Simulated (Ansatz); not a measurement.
# Si2H4O: one species, many methods

The task here is to estimate one member of a computed series from the others.

Computed with Ansatz 0.2.0, Gaussian basis. Level: functionals in def2-TZVPP, the program's frozen cores in correlated methods.

Plan: LDA (SPW92), PBE-D4, revPBE-D4, BLYP-D4, r2SCAN-D4, B97M-V, PBE0-D4, B3LYP-D4, r2SCANh-D4, r2SCAN0-D4, HSE06-D4, BHLYP-D4, CAM-B3LYP-D4, LC-ωPBE, ωB97X-V, ωB97M-V, B2PLYP, PBE-QIDH; CCSD(T)/def2-SVP; CCSD(T)/def2-TZVPP; MP2/def2-QZVPP; extrapolation to the limit; RPA on PBE.

**The relaxed structure**

An earlier PBE0-D4 in a triple-zeta def2 set relaxation fixed the geometry.

SMILES `[SiH]O[SiH3]`, 7 atoms, charge 0, spin multiplicity 1.

Atoms are counted from 1 here; the program's logs count them from 0.

Bond lengths: Si1–O2 1.645 Å, Si1–H4 1.549 Å, O2–Si3 1.652 Å, Si3–H5 1.486 Å, Si3–H6 1.483 Å, Si3–H7 1.483 Å. Angles: O2–Si1–H4 97.6°, Si1–O2–Si3 142.3°, O2–Si3–H5 109.8°, O2–Si3–H6 108.5°, O2–Si3–H7 108.5°, H5–Si3–H6 110.1°, H5–Si3–H7 110.1°, H6–Si3–H7 109.7°.

The first run:

The input, in.yaml:

```yaml
crystal:
  periodic: [false, false, false]
  atoms:
    - {symbol: Si, position_ang: [-1.691945, -1.472929, -0.230215]}
    - {symbol: O, position_ang: [-0.369026, -0.805358, 0.485107]}
    - {symbol: Si, position_ang: [0.731626, 0.414773, 0.316423]}
    - {symbol: H, position_ang: [-1.779339, -0.509853, -1.440506]}
    - {symbol: H, position_ang: [0.446592, 1.182265, -0.923421]}
    - {symbol: H, position_ang: [0.635087, 1.303755, 1.499749]}
    - {symbol: H, position_ang: [2.088206, -0.180754, 0.247065]}
basis:
  gaussian: {orbitals: def2-TZVPP}
hamiltonian: {xc: lda}
output: {orbitals: {seedname: orbitals}}
```

Among the steps run: LDA; PBE-D4 (GGA); revPBE-D4 (GGA); BLYP-D4 (GGA); r2SCAN-D4 (meta-GGA); B97M-V (meta-GGA); PBE0-D4 (hybrid); B3LYP-D4 (hybrid); r2SCANh-D4 (hybrid); r2SCAN0-D4 (hybrid); HSE06-D4 (hybrid); BHLYP-D4 (hybrid); CAM-B3LYP-D4 (range-separated); LC-ωPBE-D4 (range-separated; the results give it without D4); ωB97X-V (range-separated); ωB97M-V (range-separated); B2PLYP (double hybrid); PBE-QIDH (double hybrid).

One of the session's tables, all rows but one given; the rest of the session is left out.

It belongs to the step «Frontier levels by functional». 

```
  functional  HOMO (eV)  LUMO (eV)  gap (eV)
 LDA (SPW92)      -5.53      -3.27      2.26
      PBE-D4      -5.47      -3.09      2.38
   revPBE-D4      -5.45      -3.02      2.42
     BLYP-D4      -5.37      -2.94      2.43
   r2SCAN-D4      -5.68      -2.96      2.72
      B97M-V      -5.81      -2.98      2.83
     PBE0-D4      -6.56      -2.23      4.33
    B3LYP-D4          ?          ?         ?
  r2SCANh-D4      -6.08      -2.63      3.45
  r2SCAN0-D4      -6.69      -2.15      4.54
    HSE06-D4      -6.16      -2.61      3.55
    BHLYP-D4      -7.55      -1.28      6.28
CAM-B3LYP-D4      -7.86      -1.11      6.75
     LC-ωPBE      -9.15       0.00      9.15
     ωB97X-V      -8.84      -0.09      8.75
     ωB97M-V      -8.67      -0.23      8.44
```

Q: Estimate the row for B3LYP-D4 from the others.

Worked estimate for «HOMO (eV)». Against the share of exact exchange, BLYP-D4 (0, -5.37), BHLYP-D4 (0.5, -7.55) give a slope of -4.36 per unit share; at 0.2 the line stands at -6.24.

As computed: HOMO (eV): -6.39; LUMO (eV): -2.41; gap (eV): 3.98. In «HOMO (eV)» the line misses by +0.15.
